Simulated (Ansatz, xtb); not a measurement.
# C6H6: 3 structures ranked

3 gas-phase structures of C6H6, from a drawn sample of its isomers (lower ones may exist). Each was relaxed with GFN2-xTB:

A. `C#CC(C)C#C`, a singlet
B. `C#CC#CCC`, a singlet
C. `C#CCC#CC`, a singlet

Which do you expect lowest at r2SCAN-D4/def2-SVP, and how would the others follow?

Calculated order at r2SCAN-D4/def2-SVP: B (0.0), C (9.9), A (16.5) kcal/mol.

Energies above the lowest of each column, in kcal/mol; the last columns are at B3LYP-D3(BJ)/def2-SVP geometries:

| structure | GFN2-xTB | HF/STO-3G | r2SCAN-D4/def2-SVP | B3LYP-D3(BJ)/def2-SVP | CCSD(T)/def2-SVP + ΔMP2/def2-TZVPP |
| --- | --- | --- | --- | --- | --- |
| B | 0.0 | 0.0 | 0.0 | 0.0 | 0.0 |
| C | 2.4 | 5.6 | 9.9 | 8.4 | 5.1 |
| A | 8.8 | 12.9 | 16.5 | 14.6 | 8.7 |

Every level run on B puts it lowest or level with the lowest. ΔMP2 is the change of the MP2 energy from the smaller to the larger basis.

Programs: Ansatz 0.2.0, xtb 6.7.1.
